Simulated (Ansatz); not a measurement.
# MgH₂+ (quartet): the correlation ladder, def2-QZVPP

One table from this session's results is given with a row withheld; the runs are named, their logs left out.

Program: Ansatz 0.2.0, Gaussian basis. Level of theory: def2-QZVPP, core rule «outside noble gas», up to 5 orbitals frozen. These are calculated values, not measurements.

Plan: UHF; ROHF; CCSD(T) on UHF.

2 further runs of the same task are left out: 2 set aside as unsound or not needed.

## What is computed

The geometry is a PBE0/def2-TZVP stationary point (not a proven minimum) of the parent state, kept for this charge and spin.

3 atoms, charge 1, spin multiplicity 4.

Atoms are counted from 1 here; the program's logs count them from 0.

Bond lengths: Mg1–H2 1.997 Å, Mg1–H3 1.997 Å, H2–H3 0.821 Å. Angles: H2–Mg1–H3 23.7°, Mg1–H2–H3 78.1°, Mg1–H3–H2 78.1°.

Set-up of the first run:

in.yaml

```yaml
crystal:
  periodic: [false, false, false]
  atoms:
    - {symbol: Mg, position_ang: [0.000000, 0.000000, -0.149686]}
    - {symbol: H, position_ang: [0.000000, 0.410416, 1.804730]}
    - {symbol: H, position_ang: [0.000000, -0.410416, 1.804730]}
basis:
  gaussian: {orbitals: "def2-QZVPP.json"}
total_charge: 1
magnetization: {spin_polarized: true, initial_magnetization: 3}
hamiltonian: {xc: hf}
output: {orbitals: {seedname: orbitals}}
```

Started as:

```
$ ansatz run in.yaml --threads 1 --pin off --events-out ev --progress --plain --max-ram 2393MiB
```

Among the steps run: UHF; ROHF; CCSD(T) on UHF.

One of the session's tables, all rows but one given; the rest of the session is left out.

```
  method  from UCCSD(T) (kcal/mol)
    ROHF                     +7.31
     UHF                     +7.26
    UMP2                     +2.39
   UCCSD                         ?
UCCSD(T)                         0
```

**Question.** Estimate the row for UCCSD.

The run gave: from UCCSD(T) (kcal/mol): +0.04. In the column «from UCCSD(T) (kcal/mol)» it lies between UCCSD(T) (0) and UMP2 (+2.39).
